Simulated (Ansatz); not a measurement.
Results of B3LYP (VWN-RPA form) in Ansatz (PAW) for hcp Mg.

Run with plane-wave cutoff 460 eV, 12×12×6 k mesh (along the axes of the cell as run), Fermi–Dirac smearing 0.05 eV, scalar-relativistic PAW data made under PBE.

Computed at the level's own relaxed cell.

**Question.** Predict the lattice constant a and lattice parameter c.

**Answer.** 
- lattice constant a: 3.218 Å
- lattice parameter c: 5.131 Å

Measured, for comparison: lattice constant a 3.209 Å, lattice parameter c 5.210 Å (293 K, no zero-point or thermal correction; as tabulated in Wikipedia's data pages). Computed (rounded) less measured: lattice constant a +0.3 %, lattice parameter c -1.5 %. A static lattice is as a rule a little smaller and stiffer than an uncorrected measurement, which narrows the difference in the lattice parameter c and would widen misses of the other sign.

Ansatz is a program for electronic structure.
